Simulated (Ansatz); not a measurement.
Sn, pressure series

Base system: Sn in the diamond structure (space group Fd-3m, No. 227; a = 6.656 Å).

Cell and atoms are relaxed at each pressure.

All numbers come from PBE (Ansatz, a quantum-chemistry and plane-wave program, PAW, no spin-orbit coupling).

| pressure (GPa) | volume per atom (Å³/atom) |
|---|---|
| -2 | 39.360 |
| -1 | 37.997 |
| 0 | 36.862 |
| 0.9 | 36.000 |
| 4.5 | 33.380 |
| 9 | 31.168 |
| 15 | 29.092 |
| 22.5 | ? |
| 30 | 25.836 |

### Question
Fit the third-order Birch–Murnaghan form P(V) = (3B₀/2)[(V₀/V)^(7/3) − (V₀/V)^(5/3)]·[1 + (3/4)(B₀′ − 4)((V₀/V)^(2/3) − 1)] (squares taken in P) to the rows shown and predict the withheld row.

### Answer
Least squares on the printed values gives V₀ = 36.867 Å³/atom, B₀ = 35.8 GPa, B₀′ = 4.8; this predicts 27.231 Å³/atom, and the run gives 27.238 Å³/atom, 0.007 higher.

Measured bulk modulus of Sn: 42.8 GPa (static lattice; corrected from measurement; as listed in Daniel Mejia-Rodriguez, S. B. Trickey, Phys. Rev. B (2018)); the computed value is 16 % below it.

Load acts through the strain it causes; cell and atoms are relaxed under it. Stability against distortions was not tested. Tetrahedral semiconductors of this kind turn to denser phases somewhere between about 1 and 50 GPa; those were not computed, so compressed cells here can lie past the real transition.
